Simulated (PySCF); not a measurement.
**Ionisation energy of Ne by level of theory**

Ne [Ne] (1S) → Ne+ [He] 2s2 2p5 (2P), as a difference of total energies. All numbers are calculated (PySCF 2.14, the non-relativistic Hamiltonian (point nucleus), in pcseg-2 (4s3p2d1f, 30 functions)). Correlated levels: valence: 1s2 frozen. The calculations carry no spin-orbit coupling.

```csv
method,ionisation energy (eV)
UHF,19.704
r2SCAN,21.520
TPSS,21.514
MP2 (valence),21.612
SCS-MP2 (valence),21.464
CCSD (valence),21.354
CCSD(T) (valence),21.406
```

Question: How much does correlation contribute at CCSD(T) (valence)?

Answer: 21.406 − (19.704) = 1.702 eV, measured against UHF.

Errors of the correlated levels include the incompleteness of this basis and the frozen core.

For comparison: 21.597 eV (measured; NIST levels, between the centres of gravity of the two terms).
